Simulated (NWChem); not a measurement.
System: C$_{4}$H$_{9}$, doublet; SMILES C[C](C)C

The following NWChem deck was run.

```
start job
memory heap 200 mb stack 900 mb global 1100 mb
geometry units angstroms noautosym nocenter noautoz
  C      1.431007     0.385221     0.005009
  C      0.000193     0.000093    -0.152305
  C     -1.048579     1.046775     0.005488
  C     -0.381817    -1.431529     0.005464
  H      1.724536     0.465793     1.074211
  H      1.644500     1.366407    -0.449568
  H      2.108297    -0.357640    -0.447031
  H     -1.262956     1.262232     1.074820
  H     -2.005930     0.740353    -0.446722
  H     -0.744871     2.004140    -0.448552
  H     -0.459874    -1.725462     1.074748
  H     -1.363406    -1.646922    -0.447329
  H      0.361563    -2.107249    -0.448102
end
basis spherical
  C library 6-31g*
  H library 6-31g*
end
dft
  odft
  mult 2
  xc m06-2x
  iterations 150
end
cosmo
  do_cosmo_smd true
  solvent benzene
end
task dft energy
```

NWChem printed, in part:

```
             Northwest Computational Chemistry Package (NWChem) 7.3.0
             --------------------------------------------------------

                             Geometry "geometry" -> ""
                             -------------------------

 Output coordinates in angstroms (scale by  1.889725989 to convert to a.u.)

  No.       Tag          Charge          X              Y              Z
 ---- ---------------- ---------- -------------- -------------- --------------
    1 C                    6.0000     1.43100700     0.38522100     0.00500900
    2 C                    6.0000     0.00019300     0.00009300    -0.15230500
    3 C                    6.0000    -1.04857900     1.04677500     0.00548800
    4 C                    6.0000    -0.38181700    -1.43152900     0.00546400
    5 H                    1.0000     1.72453600     0.46579300     1.07421100
    6 H                    1.0000     1.64450000     1.36640700    -0.44956800
    7 H                    1.0000     2.10829700    -0.35764000    -0.44703100
    8 H                    1.0000    -1.26295600     1.26223200     1.07482000
    9 H                    1.0000    -2.00593000     0.74035300    -0.44672200
   10 H                    1.0000    -0.74487100     2.00414000    -0.44855200
   11 H                    1.0000    -0.45987400    -1.72546200     1.07474800
   12 H                    1.0000    -1.36340600    -1.64692200    -0.44732900
   13 H                    1.0000     0.36156300    -2.10724900    -0.44810200

 Effective nuclear repulsion energy (a.u.)     125.2012733363

                                 NWChem DFT Module
                                 -----------------

 Summary of "ao basis" -> "ao basis" (spherical)
 ------------------------------------------------------------------------------
       Tag                 Description            Shells   Functions and Types
 ---------------- ------------------------------  ------  ---------------------
 C                           6-31g*                  6       14   3s2p1d
 H                           6-31g*                  2        2   2s

 in cosmo_initialize ...
 calling solv_data for solv:benzene

 solvent parameters
 solvname_short: benzene
 solvname_long:  benzene
 dielec:        2.2706
 dielecinf:     2.2533
 nonaqueous SMD model solvent descriptors
 dielec:        2.2706
 sola:          0.0000
 solb:          0.1400
 solc:          1.0000
 solg:         40.6200
 solh:          0.0000
 soln:          1.5011

          ---------------
          -cosmo- solvent
          ---------------
 Cosmo: York-Karplus, doi: 10.1021/jp992097l
 dielectric constant -eps-     =   2.27
 screen = (eps-1)/(eps    )    =   0.55959
 surface charge correction     = lagrangian

   van der Waals surface
 --------------------------

[...]

                                COSMO-SMD solvation results
                                ---------------------------

             internal energy in gas <Psi(g)|H|Psi(g)> =      -157.695352788616
         internal energy in solvent <Psi(s)|H|Psi(s)> =      -157.695311495962
                               delta internal energy  =         0.000041292653 (    0.03 kcal/mol)
   total free energy in solvent <Psi(s)|H+V/2|Psi(s)> =      -157.696286563638
 polarization energy contribution <Psi(s)|V/2|Psi(s)> =        -0.000975067676 (   -0.61 kcal/mol)
    total free energy in solvent including G(SMD-CDS) =      -157.699867675817
                       G(SMD-CDS) energy contribution =        -0.003581112179 (   -2.25 kcal/mol)
     1 M fixed-concentration free energy of solvation =        -0.004514887201 (   -2.83 kcal/mol)

                    DFT Final Alpha Molecular Orbital Analysis
                    ------------------------------------------

 Vector   15  Occ=1.000000D+00  E=-3.995015D-01
              MO Center= -7.1D-02,  4.0D-02, -1.4D-01, r^2= 3.1D+00
   Bfn.  Coefficient  Atom+Function         Bfn.  Coefficient  Atom+Function
  ----- ------------  ---------------      ----- ------------  ---------------
    17     -0.270876   2 C  px                3      0.266120   1 C  px
    46      0.211664   4 C  py               18     -0.205305   2 C  py
    45      0.184455   4 C  px               31      0.172044   3 C  px
     4      0.150076   1 C  py                7      0.140405   1 C  px
    72     -0.139106  12 H  s                66     -0.137922   9 H  s

 Vector   16  Occ=1.000000D+00  E=-3.994905D-01
              MO Center=  7.1D-02, -3.9D-02, -1.4D-01, r^2= 3.1D+00
   Bfn.  Coefficient  Atom+Function         Bfn.  Coefficient  Atom+Function
  ----- ------------  ---------------      ----- ------------  ---------------
    18      0.270872   2 C  py               32     -0.243161   3 C  py
    46     -0.230552   4 C  py               17     -0.205335   2 C  px
    31      0.204390   3 C  px                3      0.164564   1 C  px
     4     -0.148905   1 C  py               62      0.147913   7 H  s
    74      0.148269  13 H  s                61      0.142570   7 H  s

 Vector   17  Occ=1.000000D+00  E=-2.164690D-01
              MO Center=  2.2D-04,  3.4D-04, -2.7D-02, r^2= 2.4D+00
   Bfn.  Coefficient  Atom+Function         Bfn.  Coefficient  Atom+Function
  ----- ------------  ---------------      ----- ------------  ---------------
    19      0.554707   2 C  pz               23      0.502376   2 C  pz
    58     -0.231954   5 H  s                64     -0.232051   8 H  s
    70     -0.231983  11 H  s                20     -0.158803   2 C  s
    57     -0.125391   5 H  s                63     -0.125406   8 H  s
    69     -0.125416  11 H  s                60      0.092689   6 H  s

 Vector   18  Occ=0.000000D+00  E= 1.347547D-01
              MO Center=  1.4D-04,  2.0D-04, -3.9D-02, r^2= 6.8D+00
   Bfn.  Coefficient  Atom+Function         Bfn.  Coefficient  Atom+Function
  ----- ------------  ---------------      ----- ------------  ---------------
     6      1.147905   1 C  s                34      1.148096   3 C  s
    48      1.147924   4 C  s                60     -0.652330   6 H  s
    62     -0.652482   7 H  s                66     -0.652360   9 H  s
    68     -0.652203  10 H  s                72     -0.652455  12 H  s
    74     -0.652333  13 H  s                58     -0.536888   5 H  s

 Vector   19  Occ=0.000000D+00  E= 1.889636D-01
              MO Center=  1.7D-01, -8.7D-01, -3.7D-01, r^2= 5.4D+00
   Bfn.  Coefficient  Atom+Function         Bfn.  Coefficient  Atom+Function
  ----- ------------  ---------------      ----- ------------  ---------------
    74      1.136699  13 H  s                72     -1.039222  12 H  s
    49     -0.952101   4 C  px               62      0.917674   7 H  s
     8      0.621607   1 C  py               60     -0.604029   6 H  s
    66     -0.532002   9 H  s                34      0.432871   3 C  s
    35     -0.410812   3 C  px                7     -0.389052   1 C  px

 Vector   20  Occ=0.000000D+00  E= 1.889722D-01
              MO Center= -1.7D-01,  8.7D-01, -3.7D-01, r^2= 5.4D+00
   Bfn.  Coefficient  Atom+Function         Bfn.  Coefficient  Atom+Function
  ----- ------------  ---------------      ----- ------------  ---------------
    68      1.129789  10 H  s                66     -1.004579   9 H  s
    60      0.963185   6 H  s                 8     -0.778898   1 C  py
    36     -0.756660   3 C  py               62     -0.670287   7 H  s
    35     -0.634615   3 C  px               72     -0.461053  12 H  s
    48      0.441101   4 C  s                70     -0.325423  11 H  s

                     DFT Final Beta Molecular Orbital Analysis
                     -----------------------------------------

 Vector   14  Occ=1.000000D+00  E=-4.224948D-01
              MO Center= -8.0D-06, -4.9D-04, -2.1D-01, r^2= 4.2D+00
   Bfn.  Coefficient  Atom+Function         Bfn.  Coefficient  Atom+Function
  ----- ------------  ---------------      ----- ------------  ---------------
     4      0.259190   1 C  py               45      0.259371   4 C  px
    31     -0.189645   3 C  px               32     -0.189894   3 C  py
    59      0.144367   6 H  s                61     -0.144612   7 H  s
    65      0.144590   9 H  s                67     -0.144321  10 H  s
    71     -0.144566  12 H  s                73      0.144405  13 H  s

[...]
```

Level: M06-2X/6-31G* (spherical d), spin-unrestricted, SMD on the gas-phase geometry. Structure relaxed at the PBE0/def2-SVP, spin-unrestricted level. Not confirmed as a minimum by frequencies. No stability test was run on the SCF state. Solvent: benzene.
